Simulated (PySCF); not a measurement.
# Calculated NMR parameters of NC=O

```
Formula                               : CH3NO
SMILES                                : NC=O
Point group of the computed structure : Cs
Degrees of unsaturation               : 1
Carbon signals                        : 1
Proton signals                        : 3
```

Molfile (atoms numbered from 1):
```
CH3NO
     RDKit          3D

  6  5  0  0  0  0  0  0  0  0999 V2000
   -0.6713   -0.0617    0.1313 N   0  0  0  0  0  0  0  0  0  0  0  0
    0.6471    0.0447   -0.1417 C   0  0  0  0  0  0  0  0  0  0  0  0
    1.3633   -0.8724   -0.4590 O   0  0  0  0  0  0  0  0  0  0  0  0
   -1.1128   -0.9639    0.0735 H   0  0  0  0  0  0  0  0  0  0  0  0
   -1.2162    0.7386    0.3940 H   0  0  0  0  0  0  0  0  0  0  0  0
    1.0148    1.0842   -0.0424 H   0  0  0  0  0  0  0  0  0  0  0  0
  1  2  1  0
  2  3  2  0
  1  4  1  0
  1  5  1  0
  2  6  1  0
M  END
```

Isolated molecule, no relativistic terms, single conformer. Geometry from PBE0-D3(BJ)/def2-TZVP; spin–spin couplings from B3LYP/pcJ-2; shielding tensors at B97-2/pcSseg-2 (GIAO); PySCF 2.14.

Referencing at the same level of theory: 1H and 13C against TMS; 15N against NH3; H2O for 17O.

| carbon | δC, type | δH (multiplicity, J in Hz) | HMBC from (abs. J ≥ 3 Hz) | span of the C tensor (ppm) |
| --- | --- | --- | --- | --- |
| C2 | 162.7, CH | 8.35 (m) | – | 173 |

Other nuclei:
| atoms | nucleus | environment | δ (ppm) | σ (ppm) |
| --- | --- | --- | --- | --- |
| H5 | 1H | hydrogen on an amide-type nitrogen | 4.74 | 26.90 |
| H4 | 1H | hydrogen on an amide-type nitrogen | 4.73 | 26.90 |
| N1 | 15N | amide-type nitrogen | 113.1 | 148.7 |
| O3 | 17O | amide-type carbonyl oxygen | 410.2 | -82.5 |

Selected couplings (Hz, signed; the shortest-range and largest first, 30 at most; isotopes 13C, 1H, 15N): 1J(C2,H6) 195.2, 1J(N1,C2) -14.8, 2J(N1,H6) -22.6.

δC 162.7: amide carbonyl carbon; it is a carbonyl in resonance with an O or N lone pair, the region of acids, esters and amides. δH 8.35: hydrogen on an amide carbonyl carbon. δH 4.74, 4.73: hydrogen on an amide-type nitrogen; exchangeable, gas-phase position.

Exchangeable OH/NH protons stand at their gas-phase positions; hydrogen bonding in a real sample shifts them, mostly to higher δ. Rotation about the amide-type C–N bond is slow at room temperature, so the two groups on nitrogen are listed apart. Amide-type NH protons are broadened by 14N but still split neighbouring CH signals. Splittings below 1 Hz are ignored in the labels, and close J values are merged. Shifts are as computed. Against solution values, carbons near 30 ppm lie about +3 ppm off and those near 130 ppm about +7 ppm. Of 1211 compounds with measured shifts, 218 miss one by over three times the rms of a fit or turn the order of signals round; such compounds aren't used in these exercises. Hydrogen bonding in solution shields acid and N–H amide carbonyl oxygens by tens of ppm. The C=O carbon of an acid or of an amide with N–H lies up to 10 ppm further downfield in solution, through hydrogen bonding that the calculation lacks. Unscaled 17O shifts of doubly bonded oxygen tend to come out too high, by tens of ppm or more. Experimental scales use liquid or dissolved standards, which lie at an offset from isolated NH3 (liquid NH3: subtract about 20 ppm) and H2O (liquid H2O: subtract about 36 ppm). Vicinal couplings across rotatable single bonds and in flexible rings belong to the one computed conformer; a conformer average would change them.
